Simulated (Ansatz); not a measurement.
```yaml
crystal:
  periodic: [false, false, false]
  atoms:
    - {symbol: F, position_ang: [-1.418290, -0.814588, -0.022219]}
    - {symbol: Ga, position_ang: [-0.010144, 0.321405, 0.010592]}
    - {symbol: N, position_ang: [1.785585, -0.500789, -0.022175]}
    - {symbol: H, position_ang: [2.621545, 0.080321, -0.005762]}
basis:
  gaussian: {orbitals: def2-TZVP}
magnetization: {spin_polarized: true, initial_magnetization: 2}
hamiltonian: {xc: pbe0}
relax: {f_tol: 0.004, max_steps: 80}
```

```sh
$ ansatz run in.yaml --threads 1 --pin off --events-out ev --progress --plain --max-ram 2176MiB
```

Steps of the relaxation (energy above the last step; positions in Å, forces in eV/Å):

```
4
step 1, 83.3 meV
F    -1.418   -0.815   -0.022    0.782    0.443    0.012
Ga   -0.010    0.321    0.011   -0.221   -0.315   -0.010
N     1.786   -0.501   -0.022   -0.587   -0.659   -0.020
H     2.622    0.080   -0.006    0.026    0.531    0.017
```

```
4
step 2, 10.5 meV
F    -1.338   -0.813   -0.022    0.374    0.317    0.009
Ga    0.019    0.353    0.012   -0.203   -0.326   -0.010
N     1.754   -0.555   -0.024   -0.117   -0.117   -0.003
H     2.544    0.102   -0.005   -0.054    0.126    0.004
```

```
4
step 3, 0.5 meV
F    -1.321   -0.794   -0.022    0.021    0.036    0.001
Ga    0.037    0.338    0.011   -0.052   -0.053   -0.002
N     1.756   -0.583   -0.025    0.085    0.108    0.003
H     2.506    0.126   -0.004   -0.054   -0.092   -0.003
```

```
4
step 6, 0.0 meV
F    -1.325   -0.794   -0.022    0.000    0.000    0.000
Ga    0.034    0.334    0.011    0.000    0.000    0.000
N     1.758   -0.578   -0.025    0.000    0.000    0.000
H     2.511    0.124   -0.004    0.000    0.000    0.000
```

Close pairs at the end: N3–H4 1.029 Å, F1–Ga2 1.767 Å, Ga2–N3 1.950 Å.

A stationary point of unrestricted PBE0 after 6 steps, with ⟨S²⟩ = 2.012 against 2.00 for a pure state; no frequencies were run, so it isn't proven a minimum. 38 s on 1 thread of Arm Neoverse V1, shared host.
